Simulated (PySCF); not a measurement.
Gas-phase reaction: SiH₂ + O₂ + 2 SiHF₂ → SiF₂(OH)₂ + 2 SiHF

Computed with PySCF (xtb for GFN2) and rigid-rotor harmonic-oscillator thermochemistry at 1 bar. † marks an energy on the PBE0/def2-TZVP geometry and frequencies; other levels use their own. CCSD(T) freezes the core. 6-31G* has spherical d functions here. Open shells (unrestricted): O₂ (multiplicity 3), SiHF₂ (multiplicity 2); the rest are closed-shell singlets. GFN2 has no spin-polarisation term. B3LYP is the form with VWN-RPA correlation. No R ln 2 is added for the mirror-image form of SiF₂(OH)₂. SiHF₂, SiF₂(OH)₂, SiHF: computed as isolated molecules; such fragments, hydroxides, amides, oligomers or adducts are transient or little studied in the gas. CCSD(T) isn't extrapolated to the basis-set limit; its ΔH°(298 K) is -793.6 kJ in def2-SVP and -863.7 kJ in def2-TZVPP. The harmonic model lacks anharmonicity and excited electronic states, which grow with temperature; levels with a mode under 35 cm⁻¹ are left out. Internal rotation in SiF₂(OH)₂ is treated as a harmonic vibration of one conformer, which makes the entropy rough.

```
level              ΔE electronic, kJ  ΔH°(298 K), kJ  ΔS°(298 K), J/K  ΔG°(2500 K), kJ
-----------------  -----------------  --------------  ---------------  ---------------
B3LYP/def2-TZVP†                -830            -807             -153             -451
CCSD(T)/def2-SVP†               -817            -794             -153             -438
GFN2-xTB                       -1089           -1067             -150             -714
HF/6-31G*                       -704            -682             -149             -340
PBE0/def2-QZVP†                 -832            -809             -153             -453
```
ΔH° is lowest at GFN2-xTB and highest at HF/6-31G*. No reference value is set beside these.
